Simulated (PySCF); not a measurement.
1-methoxypropane: calculation against experiment

**The experiment to reproduce.**

NIST CCCBDB Release 22 (SRD 101), experimental polarizabilities lists, for the gas: mean polarisability 8.86 Å³.

How close the calculation comes is told at the end.

Species: 1-methoxypropane, C4H10O.
Numbering: `[CH3:1][CH2:2][CH2:3][O:4][CH3:5]` (hydrogens: H6, H7, H8 on C1; H9, H10 on C2; H11, H12 on C3; H13, H14, H15 on C5)

Cartesian coordinates in Å at the GFN2-xTB level; atoms count from 1:
```xyz
15
C4H10O angstrom
C     -2.271    0.012    0.411
C     -1.075   -0.482   -0.392
C      0.226    0.129    0.114
O      1.296   -0.359   -0.665
C      2.538    0.153   -0.267
H     -3.189   -0.435    0.038
H     -2.359    1.094    0.337
H     -2.161   -0.251    1.461
H     -1.194   -0.223   -1.444
H     -0.997   -1.569   -0.325
H      0.383   -0.135    1.173
H      0.182    1.228    0.045
H      3.284   -0.285   -0.926
H      2.766   -0.117    0.773
H      2.567    1.247   -0.356
```

The PySCF runs (gas phase, on this GFN2-xTB geometry; no spin–orbit coupling):

```json
{"level": "CAM-B3LYP/def2-SVPD", "job": "8 singlets by full TDDFT, 3 Tamm–Dancoff triplets, polarisability", "basis functions": "183", "wall time": "23 s"}
```

Hardware: one thread, Arm Neoverse V1, no GPU, on a shared host.

**Comparison with experiment**

**Mean polarisability.** Measured: 8.86 Å³ (NIST CCCBDB Release 22 (SRD 101), experimental polarizabilities).

```csv
level,computed (Å³),computed − measured (Å³),% (from the printed values)
CAM-B3LYP/def2-SVPD,8.39,-0.47,-5
```

The computed values are static and purely electronic, with core orbitals frozen in the response (1 au = 0.148185 Å³). The table of measured values doesn't say here whether a value is static or optical, or holds a vibrational part. The measurement averages over conformers, the calculation has one.

The geometry is computed, not the measured one. Where a level misses, the cause wasn't examined.
